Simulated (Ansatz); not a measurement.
in.yaml

```yaml
crystal:
  periodic: [false, false, false]
  atoms:
    - {symbol: Si, position_ang: [0.000000, 0.000000, 0.000000]}
    - {symbol: Li, position_ang: [0.000000, 0.000000, 2.954000]}
basis:
  gaussian: {orbitals: aug-cc-pVDZ}
magnetization: {spin_polarized: false, initial_magnetization: 1}
correlation: {method: mp4, electrons: outside_noble_gas}
```

```sh
$ ansatz run in.yaml --threads 1 --pin off --events-out ev --progress --plain --max-ram 2393MiB
```

Q: One thing in this input was set wrong on purpose, beside settings that are merely unusual. What is the gravest fault, and what does the program do?

A: A method name that the input doesn't accept. How the run ends: refused.
```
Error: YAML parse error: error: line 9 column 23: unknown variant `mp4`, expected one of mp2, rpa, ccsd, ccsd_t, bccd, bccd_t, ccsdt, ccsdt_q, ccsdt_q_b, ccsdtq, fci, sc_nevpt2, fic_nevpt4_sd, fic_mrcisd_q, fic_mrcisd_q_relaxed
 --> <input>:9:23
  |
7 |   gaussian: {orbitals: aug-cc-pVDZ}
8 | magnetization: {spin_polarized: false, initial_magnetization: 1}
9 | correlation: {method: mp4, electrons: outside_noble_gas}
  |                       ^ unknown variant `mp4`, expected one of mp2, rpa, ccsd, ccsd_t, bccd, bccd_t, ccsdt, ccsdt_q, ccsdt_q_b, ccsdtq, fci, sc_nevpt2, fic_nevpt4_sd, fic_mrcisd_q, fic_mrcisd_q_relaxed
```
